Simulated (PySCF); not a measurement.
SO, optimised at GFN2-xTB:

```xyz
2

S      0.0038    -0.5408     0.4957
O     -0.0038     0.5408    -0.4957
```

Energies from PySCF (xtb for GFN2), thermal terms from the rigid-rotor harmonic-oscillator model, ideal gas at 1 bar. 6-31G* has spherical d functions here. Open shells (unrestricted): SO (multiplicity 3). GFN2 has no spin-polarisation term. B3LYP is the form with VWN-RPA correlation.

Task: List the harmonic frequencies (cm⁻¹, unscaled) at this level and at the other levels, each on its own geometry.

Result: 
- GFN2-xTB: 1147
- B3LYP/6-31G*: 1121
- HF/6-31G*: 1315
- PBE/def2-SVP: 1093
- PBE0/def2-TZVP: 1202
